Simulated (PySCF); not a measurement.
**Basis-set dependence of excited states**

Chloromethylene, CHCl (singlet state).
Z-matrix (Å and degrees, PBE0-D3(BJ)/def2-SVP geometry), rows numbered from 1:
```
C 
Cl  1  1.6934
H   1  1.1206  2  101.83
```

TDDFT with PBE0 (PySCF), vertical singlets, core orbitals frozen in the response, spherical d and f functions. Isolated species at its PBE0-D3(BJ)/def2-SVP geometry, gas phase.

Q: Compare 6-31G*, def2-SVP, 6-31+G*, def2-SVPD, aug-cc-pVDZ, def2-TZVP, def2-TZVPD and aug-cc-pVTZ for this molecule.

A: 

```json
{"basis": "6-31G*", "functions": "34", "diffuse": "no", "S1 (eV)": "1.74", "S2 (eV)": "5.53", "S3 (eV)": "6.43", "S4 (eV)": "7.35", "S5 (eV)": "7.44", "LUMO (eV)": "-3.02", "α (au)": "19.4"}
{"basis": "def2-SVP", "functions": "37", "diffuse": "no", "S1 (eV)": "1.66", "S2 (eV)": "5.42", "S3 (eV)": "6.69", "S4 (eV)": "7.35", "S5 (eV)": "7.41", "LUMO (eV)": "-3.12", "α (au)": "19.4"}
{"basis": "6-31+G*", "functions": "42", "diffuse": "yes", "S1 (eV)": "1.74", "S2 (eV)": "5.46", "S3 (eV)": "5.97", "S4 (eV)": "6.43", "S5 (eV)": "7.06", "LUMO (eV)": "-3.31", "α (au)": "23.2"}
{"basis": "def2-SVPD", "functions": "55", "diffuse": "yes", "S1 (eV)": "1.67", "S2 (eV)": "5.37", "S3 (eV)": "6.08", "S4 (eV)": "6.76", "S5 (eV)": "7.04", "LUMO (eV)": "-3.39", "α (au)": "28.0"}
{"basis": "aug-cc-pVDZ", "functions": "59", "diffuse": "yes", "S1 (eV)": "1.73", "S2 (eV)": "5.36", "S3 (eV)": "5.81", "S4 (eV)": "6.28", "S5 (eV)": "6.92", "LUMO (eV)": "-3.34", "α (au)": "28.0"}
{"basis": "def2-TZVP", "functions": "74", "diffuse": "no", "S1 (eV)": "1.72", "S2 (eV)": "5.33", "S3 (eV)": "6.28", "S4 (eV)": "7.01", "S5 (eV)": "7.22", "LUMO (eV)": "-3.29", "α (au)": "24.4"}
{"basis": "def2-TZVPD", "functions": "92", "diffuse": "yes", "S1 (eV)": "1.72", "S2 (eV)": "5.32", "S3 (eV)": "5.83", "S4 (eV)": "6.42", "S5 (eV)": "6.87", "LUMO (eV)": "-3.34", "α (au)": "28.9"}
{"basis": "aug-cc-pVTZ", "functions": "119", "diffuse": "yes", "S1 (eV)": "1.73", "S2 (eV)": "5.34", "S3 (eV)": "5.76", "S4 (eV)": "6.22", "S5 (eV)": "6.87", "LUMO (eV)": "-3.34", "α (au)": "28.9"}
```

States are compared by their number. Against the largest diffuse basis here (aug-cc-pVTZ, itself not a converged limit), sets without diffuse functions differ by up to 0.07 eV in S1 and 0.57 eV in S5; the smaller diffuse sets differ by up to 0.06 and 0.19 eV. State by state, the largest deviation of a set without diffuse functions is S1 0.07, S2 0.19, S3 0.93, S4 1.14, S5 0.57 eV. The same number needn't mean the same state in each row. Against aug-cc-pVTZ the polarisability deviates by -33% in 6-31G*, -33% in def2-SVP, -20% in 6-31+G*, -3% in def2-SVPD, -3% in aug-cc-pVDZ, -16% in def2-TZVP, 0% in def2-TZVPD. A single + in a Pople set puts diffuse functions on heavy atoms only.
